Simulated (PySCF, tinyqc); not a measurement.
RKS/BLYP in the sto-6g basis, for BH, spin multiplicity 1, step by step. The lowest restricted solution is unstable here: a spin-polarised one lies 0.0002 hartree lower (PySCF). One step of it, computed by the program tinyqc.

Question. Iteration 2: diagonalisation and new density. Diagonalise F' = X^T F X, C = X C', fill 3 alpha and 3 beta electrons from the bottom; D = 2 C_occ C_occ^T. Each column has its largest component positive (the first on a tie).

extrapolated F (hartree):
```
            1B 1s      1B 2s    1B 2px    1B 2py     1B 2pz      2H 1s
1B 1s   -6.394289  -1.842490  0.000000  0.000000   0.000517  -0.219101
1B 2s   -1.842490  -0.735723  0.000000  0.000000  -0.003170  -0.217833
1B 2px   0.000000   0.000000  0.015861  0.002776   0.000000   0.000000
1B 2py   0.000000   0.000000  0.002776  0.024440   0.000000   0.000000
1B 2pz   0.000517  -0.003170  0.000000  0.000000   0.004588  -0.153110
2H 1s   -0.219101  -0.217833  0.000000  0.000000  -0.153110  -0.096623
```

X:
```
            1B 1s      1B 2s    1B 2px    1B 2py     1B 2pz      2H 1s
1B 1s    1.028640  -0.144719  0.000000  0.000000  -0.006751   0.020472
1B 2s   -0.144719   1.075247  0.000000  0.000000   0.052639  -0.189480
1B 2px   0.000000   0.000000  1.000000  0.000000   0.000000   0.000000
1B 2py   0.000000   0.000000  0.000000  1.000000   0.000000   0.000000
1B 2pz  -0.006751   0.052639  0.000000  0.000000   1.058339  -0.211036
2H 1s    0.020472  -0.189480  0.000000  0.000000  -0.211036   1.103771
```

Give: F' = X^T F X; orbital energies; coefficients C; D after iteration 2.

Answer.

F' = X^T F X (hartree):
```
         1        2       3       4        5        6
1  -6.2406  -0.9774  0.0000  0.0000  -0.0130  -0.0041
2  -0.9774  -0.3351  0.0000  0.0000   0.0493  -0.1468
3   0.0000   0.0000  0.0159  0.0028   0.0000   0.0000
4   0.0000   0.0000  0.0028  0.0244   0.0000   0.0000
5  -0.0130   0.0493  0.0000  0.0000   0.0721  -0.1784
6  -0.0041  -0.1468  0.0000  0.0000  -0.1784   0.0200
```

orbital energies (hartree): MO1 -6.3983, MO2 -0.2598, MO3 -0.0929, MO4 0.0150, MO5 0.0253, MO6 0.2673

coefficients C:
```
            MO1      MO2      MO3      MO4     MO5      MO6
1B 1s    0.9925  -0.2481   0.1467   0.0000  0.0000   0.1063
1B 2s    0.0276   0.8114  -0.5700   0.0000  0.0000  -0.4815
1B 2px   0.0000   0.0000   0.0000   0.9590  0.2832   0.0000
1B 2py   0.0000   0.0000   0.0000  -0.2832  0.9590   0.0000
1B 2pz   0.0017   0.0992   0.6170   0.0000  0.0000  -0.8814
2H 1s   -0.0054   0.3933   0.5180   0.0000  0.0000   0.9360
```

D after iteration 2:
```
          1B 1s    1B 2s  1B 2px  1B 2py   1B 2pz    2H 1s
1B 1s    2.1364  -0.5151  0.0000  0.0000   0.1353  -0.0539
1B 2s   -0.5151   1.9679  0.0000  0.0000  -0.5422   0.0474
1B 2px   0.0000   0.0000  0.0000  0.0000   0.0000   0.0000
1B 2py   0.0000   0.0000  0.0000  0.0000   0.0000   0.0000
1B 2pz   0.1353  -0.5422  0.0000  0.0000   0.7811   0.7173
2H 1s   -0.0539   0.0474  0.0000  0.0000   0.7173   0.8461
```
